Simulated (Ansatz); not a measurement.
# BSiN (triplet): the correlation ladder, cc-pVDZ

An exercise on one series of results from a longer session: the logs are not shown, and one member is left open.

Method: cc-pVDZ, core rule «outside noble gas», up to 7 orbitals frozen; program: Ansatz 0.2.0, Gaussian basis.

To be run: UHF; CCSD(T) on ROHF; CCSD(T) on UHF; BCCD(T) on ROHF; CISD; CCSDT(Q) on ROHF; CCSDT(Q) on UHF.

13 further runs of the same task are left out: 1 for a known fault of the program, 4 that didn't finish, 8 set aside as unsound or not needed.

### What is computed

The geometry is a PBE0/def2-TZVP stationary point (not a proven minimum) of the parent state, kept for this charge and spin.

3 atoms, charge 0, spin multiplicity 3.

Atoms are counted from 1 here; the program's logs count them from 0.

Bond lengths: B1–Si2 2.078 Å, B1–N3 1.314 Å, Si2–N3 1.664 Å. Angles: Si2–B1–N3 53.1°, B1–Si2–N3 39.2°, B1–N3–Si2 87.7°.

As a file:

```xyz
3
BNSi
B     0.0000    0.6230    1.1876
Si    0.0000    0.0605   -0.8128
N     0.0000   -0.6023    0.7131
```

Set-up of the first run:

Input file in.yaml:

```yaml
crystal:
  periodic: [false, false, false]
  atoms:
    - {symbol: B, position_ang: [0.000000, 0.623020, 1.187620]}
    - {symbol: Si, position_ang: [0.000000, 0.060547, -0.812768]}
    - {symbol: N, position_ang: [0.000000, -0.602279, 0.713061]}
basis:
  gaussian: {orbitals: cc-pVDZ}
magnetization: {spin_polarized: true, initial_magnetization: 2}
hamiltonian: {xc: hf}
output: {orbitals: {seedname: orbitals}}
```

Launch:

```sh
> ansatz run in.yaml --threads 1 --pin off --events-out ev --progress --plain --max-ram 2393MiB
```

Steps of the session up to this table: UHF; CCSD(T) on ROHF; CCSD(T) on UHF; BCCD(T) on ROHF; CISD; CCSDT(Q) on ROHF; CCSDT(Q) on UHF.

One of the session's tables, all rows but one given; the rest of the session is left out.

| method | from UCCSDT(Q) (meV) |
| --- | --- |
| ROHF | +8862.2 |
| UHF | +8702.0 |
| RMP2 | +971.2 |
| UMP2 | +1019.6 |
| CISD | +1295.4 |
| RCCSD | +498.9 |
| UCCSD | ? |
| RCCSD(T) | +72.6 |
| UCCSD(T) | +75.4 |
| BCCD(T) | +70.5 |
| RCCSDT | +45.4 |
| UCCSDT | +44.6 |
| RCCSDT(Q) | +6.2 |
| UCCSDT(Q) | 0 |

Q: Estimate the row for UCCSD from the others.

As computed: from UCCSDT(Q) (meV): +492.5. In the column «from UCCSDT(Q) (meV)» it lies between UCCSD(T) (+75.4) and RCCSD (+498.9).

To keep in mind: Restricted and unrestricted rows rest on different reference determinants; where their highest levels disagree by more than a few hundredths of an eV, they describe different states and don't form one ladder.
